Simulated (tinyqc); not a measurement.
Extended Hueckel theory, for NH3+, step by step. The parameters take no account of the charge, which enters only through the electron count. One step of it, computed by the program tinyqc.

Task: Mulliken analysis. P = C n C^T; charge = valence electrons (N 5, H 1) minus the sum of (P S)_ii on the atom; overlap population = 2 sum P_ij S_ij between two atoms.

coefficients, order 1N 2s, 1N 2px, 1N 2py, 1N 2pz, 2H 1s, 3H 1s, 4H 1s:
```
[[0.747269, 0.000000, 0.000081, 0.031714, 0.002369, 0.000000, 1.305762],
 [0.000042, 0.000000, 0.618034, -0.000018, 1.093330, 0.000000, -0.003089],
 [0.000000, 0.618040, 0.000000, 0.000000, 0.000000, 1.093905, 0.000000],
 [0.003978, 0.000000, 0.000017, 0.998706, -0.000143, 0.000000, -0.081712],
 [0.154793, 0.000000, 0.444258, -0.012596, -1.033206, 0.000000, -0.733786],
 [0.155002, 0.384554, -0.221912, -0.012589, 0.514146, -0.893978, -0.738578],
 [0.155002, -0.384554, -0.221912, -0.012589, 0.514146, 0.893978, -0.738578]]
```

occupations: [2.000000, 2.000000, 2.000000, 1.000000, 0.000000, 0.000000, 0.000000]

overlap S, order 1N 2s, 1N 2px, 1N 2py, 1N 2pz, 2H 1s, 3H 1s, 4H 1s:
```
[[1.000000, 0.000000, 0.000000, 0.000000, 0.497257, 0.497837, 0.497837],
 [0.000000, 1.000000, 0.000000, 0.000000, 0.450934, -0.225609, -0.225609],
 [0.000000, 0.000000, 1.000000, 0.000000, 0.000000, 0.390811, -0.390811],
 [0.000000, 0.000000, 0.000000, 1.000000, -0.028326, -0.028373, -0.028373],
 [0.497257, 0.450934, 0.000000, -0.028326, 1.000000, 0.166402, 0.166402],
 [0.497837, -0.225609, 0.390811, -0.028373, 0.166402, 1.000000, 0.166594],
 [0.497837, -0.225609, -0.390811, -0.028373, 0.166402, 0.166594, 1.000000]]
```

Give: charges; Overlap populations.

Result:

charges: [0.268, 0.244, 0.244, 0.244]

Overlap populations:
```
pair      value
2-1    0.725649
3-1    0.726162
3-2   -0.049597
4-1    0.726162
4-2   -0.049597
4-3   -0.049666
```
